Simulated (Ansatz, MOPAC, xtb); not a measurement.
# How methods differ on CF4 (tetrafluoromethane)

CF4, singlet, SMILES `FC(F)(F)F`. Each level relaxes the structure for itself.

Each level gives the highest harmonic wavenumber at each level's own minimum (cm⁻¹). The values are calculated.

```json
{"level": "GFN-FF", "kind": "force field", "program": "xtb", "value (cm⁻¹)": "1231"}
{"level": "PM6", "kind": "semi-empirical", "program": "MOPAC", "value (cm⁻¹)": "1391"}
{"level": "PM6-D3", "kind": "semi-empirical", "program": "MOPAC", "value (cm⁻¹)": "1389"}
{"level": "PM6-DH+", "kind": "semi-empirical", "program": "MOPAC", "value (cm⁻¹)": "1391"}
{"level": "HF/STO-3G", "kind": "Hartree–Fock", "program": "Ansatz", "value (cm⁻¹)": "1529"}
{"level": "HF/3-21G", "kind": "Hartree–Fock", "program": "Ansatz", "value (cm⁻¹)": "1513"}
{"level": "HF/6-31G* (Cartesian functions)", "kind": "Hartree–Fock", "program": "Ansatz", "value (cm⁻¹)": "1472"}
{"level": "PBE/def2-SVP", "kind": "GGA", "program": "Ansatz", "value (cm⁻¹)": "1254"}
{"level": "PBE0-D4/def2-TZVP", "kind": "global hybrid", "program": "Ansatz", "value (cm⁻¹)": "1294"}
{"level": "B3LYP/6-31G* (Cartesian functions)", "kind": "global hybrid", "program": "Ansatz", "value (cm⁻¹)": "1306"}
```

Harmonic and unscaled. The values span 1231 to 1529 cm⁻¹.
